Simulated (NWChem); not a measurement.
## Basis-set dependence for methanethiol (CH₄S)

```xyz
6

C      1.0468     0.4733     0.0000
S     -0.5720    -0.3413     0.0000
H      1.1988     1.0855     0.8999
H      1.7951    -0.3313     0.0000
H      1.1988     1.0855    -0.8999
H     -1.3215     0.7816     0.0000
```
Charge 0, spin multiplicity 1.

Everything below was run with NWChem. All single points use one geometry, from PBE0/def2-SVP, a minimum by its harmonic frequencies.

Hartree-Fock energies in Ha, correlation energies in mHa.

The correlated methods keep 6 core orbitals frozen. Coupled-cluster values serve here as a point of comparison, not as the truth.

```json
[
 {"basis": "3-21G", "functions": "30", "RHF": "-435.52308", "MP2": "-151.5", "SCS-MP2": "-157.7", "CCSD": "-178.2", "CCSD+T(CCSD)": "-181.6", "CCSD(T)": "-181.4", "CR-CCSD[T]": "-181.0", "CR-CCSD(T)": "-180.9", "RI-MP2": "not run"},
 {"basis": "cc-pVDZ", "functions": "52", "RHF": "-437.72524", "MP2": "-286.4", "SCS-MP2": "-288.5", "CCSD": "-321.6", "CCSD+T(CCSD)": "-330.0", "CCSD(T)": "-329.8", "CR-CCSD[T]": "-328.4", "CR-CCSD(T)": "-328.2", "RI-MP2": "-286.4"},
 {"basis": "cc-pVTZ", "functions": "120", "RHF": "-437.75573", "MP2": "-363.7", "SCS-MP2": "-369.1", "CCSD": "-397.3", "CCSD+T(CCSD)": "not run", "CCSD(T)": "not run", "CR-CCSD[T]": "-410.0", "CR-CCSD(T)": "-409.8", "RI-MP2": "-363.7"}
]
```

From cc-pVDZ to cc-pVTZ the Hartree-Fock energy moves by -30.5 mHa and the MP2 correlation energy by -77.3 mHa, which is 21 % of its value in the larger set.
